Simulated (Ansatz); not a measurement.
Match the barriers

Saddle point of Si$_{2}$H$_{8}$O, closed shell (SiH₄O ([OH][SiH3]) + SiH₄ → Si₂H₆ ([SiH3][SiH3]) + H₂O; bonds formed: Si1–Si7, O2–H6; bonds broken: Si1–O2, H6–Si7), PBE0-D4/def2-TZVP structure:

Si1  (-0.161, 0.763, -0.981)
O2  (0.015, 1.532, 0.687)
H3  (1.065, 0.216, -1.608)
H4  (-1.434, 0.111, -1.368)
H5  (-0.276, 2.146, -1.558)
H6  (0.241, 0.584, 1.094)
Si7  (-0.002, -1.471, 0.654)
H8  (0.622, 2.279, 0.821)
H9  (1.098, -1.970, 1.546)
H10  (0.112, -2.289, -0.594)
H11  (-1.278, -1.903, 1.307)
(Å)

Program: Ansatz 0.2.0. Basis: def2-TZVPP, with def2-QZVPP for the basis limit. Cores are frozen in the correlated methods. Extrapolation: Hartree–Fock as exp(−7.88 √X), correlation as X^−2.97. Four methods, as single points on the PBE0-D4 structures, gave these electronic barriers from the start structure: 1.781, 2.352, 2.894, 3.567 eV.

**Question.** The methods were, in alphabetical order, BHLYP-D4, HF, PBE0-D4, SPW92. Which gave which? (A judgement: the text doesn't fix the answer.)

**Answer.** By the calculation: SPW92 1.781; PBE0-D4 2.352; BHLYP-D4 2.894; HF 3.567 eV. For comparison, CCSD(T) at an estimated basis limit (MP2 extrapolated from triple and quadruple zeta, plus CCSD(T) − MP2 in triple zeta) gives 2.712 eV.

The T1 diagnostic stays at or below 0.014.

Labels in which every atom is bracketed show which atoms are joined, not bond orders.

For scale, one of the runs: CCSD(T)/def2-TZVPP, 227 basis functions, launched by `ansatz run in.yaml --threads 4 --pin off --events-out ev --progress --plain --max-ram 9574MiB`. The run took 68 s on 4 CPU threads of an Intel Xeon (shared host), with 3.5 GiB of host memory at its peak.
